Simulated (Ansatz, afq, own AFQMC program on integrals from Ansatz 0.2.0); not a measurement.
# CH3, doublet: AFQMC among the cluster methods

```xyz
4

C    -0.7276   -0.2345   -0.3894
H    -0.9029   -0.8049    0.5232
H    -0.1975   -0.6922   -1.2251
H    -1.0837    0.7933   -0.4668
```

Basis def2-TZVP. Noble-gas cores (and the filled d shells of Ga–Kr and In–Xe) are frozen. AFQMC by an in-house program on the Cholesky factors that Ansatz 0.2.0 writes for its CCSD(T) run. ph-AFQMC/CISD is guided by a CISD state made of CCSD amplitudes; releasing the constraint for a short imaginary time cuts its bias at the price of noise, slowly where states lie close. Error bars are statistical, one sigma.

Determinant: UHF, the one that the program's search chose, which needn't be the lowest solution. The geometry is a PBE0/def2-SVP stationary point of this or a neighbouring charge and spin state.

No full CI on the walks' own integrals is used here; CCSDT(Q) serves as the reference and is uncertain by about the last step of the cluster series.

- T1 diagnostic: 0.0088
- weight of the determinant in the CISD state: 0.936
- ⟨S²⟩ of the determinant: 0.762
- size of the correlated space: 7 electrons in 48 orbitals

Reference: CCSDT(Q), correlation energy -4.817 eV. The released energy is read at 2.40 1/Eh (meV from the phaseless value at times in 1/Eh: -3.6 ± 1.2 at 0.24, -4.6 ± 1.4 at 0.51, -6.9 ± 1.2 at 0.99, -5.7 ± 1.2 at 1.62, -7.5 ± 1.8 at 2.40).

| level | E − E(reference) (kJ/mol) | share of correlation (%) |
| --- | --- | --- |
| HF | 464.8 | 0.00 |
| MP2 | 70.5 | 84.82 |
| CCSD | 13.0 | 97.19 |
| CCSD(T) | 1.6 | 99.66 |
| CCSDT | 0.3 | 99.94 |
| ph-AFQMC/CISD | 0.3 ± 0.2 | 99.93 |
| released AFQMC | -0.4 ± 0.2 | 100.09 |

A walk keeps the symmetry of its determinant, which the program's search chose and which needn't be the lowest solution, so a lower state of the same spin and another symmetry isn't excluded. Released energies are given only where the last usable release times agree within the noise; a slower fall can still hide under it.
